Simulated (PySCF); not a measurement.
Species: C5H7Cl.
Bonds: C1–C2 (double), C2–C3, C3–C4 (double), C3–C5, C5–Cl6. Hydrogens: H7, H8 on C1; H9 on C2; H10, H11 on C4; H12, H13 on C5.

The same species was optimised twice, with GFN2-xTB and with PBE0-D3(BJ)/def2-SVP (PySCF), and the same property calculations (PySCF, gas phase) were run on both structures.

```tsv
coordinate	GFN2-xTB	PBE0-D3(BJ)/def2-SVP	change
C1=C2 (Å)	1.328	1.339	+0.011
C3=C4 (Å)	1.334	1.344	+0.010
C2–C3 (Å)	1.457	1.465	+0.008
C3–C5 (Å)	1.497	1.498	+0.001
C5–Cl6 (Å)	1.798	1.799	+0.001
C3–C5–Cl6 (°)	110.0	112.6	+2.6
C2–C3–C5 (°)	118.9	119.4	+0.5
C4–C3–C5 (°)	120.3	119.9	-0.4
C2–C3–C4 (°)	120.8	120.7	-0.1
C1–C2–C3 (°)	126.1	126.1	0.0
C1–C2–C3–C4 (°)	-177	-179	-2
C2–C3–C5–Cl6 (°)	-73	-71	+2
```

Rotational constants: A = 3720, B = 2324, C = 1593 MHz (GFN2-xTB) against A = 3707, B = 2270, C = 1548 MHz (PBE0-D3(BJ)/def2-SVP). Point groups within 0.08 Å: C1 and C1.

On the GFN2-xTB structure: lowest singlet, TDDFT (eV) 5.80 [wB97X-D/def2-SVPD]; lowest triplet, Tamm–Dancoff (eV) 3.34 [wB97X-D/def2-SVPD]; isotropic polarisability (au) 77.2 [wB97X-D/def2-SVPD]; HOMO (eV) -8.85 [wB97X-D/def2-SVPD]; LUMO (eV) 0.55 [wB97X-D/def2-SVPD]; dipole (D) 1.93 [wB97X-D/def2-SVPD].

**Question.** What do these properties become on the PBE0-D3(BJ)/def2-SVP structure?

**Answer.** 
```csv
property,level,on GFN2-xTB,on PBE0-D3(BJ)/def2-SVP,change
"lowest singlet, TDDFT (eV)",wB97X-D/def2-SVPD,5.80,5.75,-0.05
"lowest triplet, Tamm–Dancoff (eV)",wB97X-D/def2-SVPD,3.34,3.27,-0.07
isotropic polarisability (au),wB97X-D/def2-SVPD,77.2,78.6,+1.4
HOMO (eV),wB97X-D/def2-SVPD,-8.85,-8.84,+0.01
LUMO (eV),wB97X-D/def2-SVPD,0.55,0.49,-0.06
dipole (D),wB97X-D/def2-SVPD,1.93,1.97,+0.04
"energy, GFN2-xTB geometry as zero (kcal/mol)",wB97X-D/def2-SVPD,0.0,-0.8,-0.8
```

The heavy atoms differ by 0.038 Å rms after alignment. Among bonds between heavy atoms C1=C2 and C3=C4 change most and about equally (+0.010 to +0.011 Å). Changes are differences of the printed values. Neither structure is proved a minimum here.

Conformer computed: `[CH2:1]=[CH:2][C:3](=[CH2:4])[CH2:5][Cl:6]`: C1–C2–C3–C4 -179°, C2–C3–C5–Cl6 -71°.

Note: wB97X-D ran without an empirical dispersion term, which enters the total energy and its gradient alone.
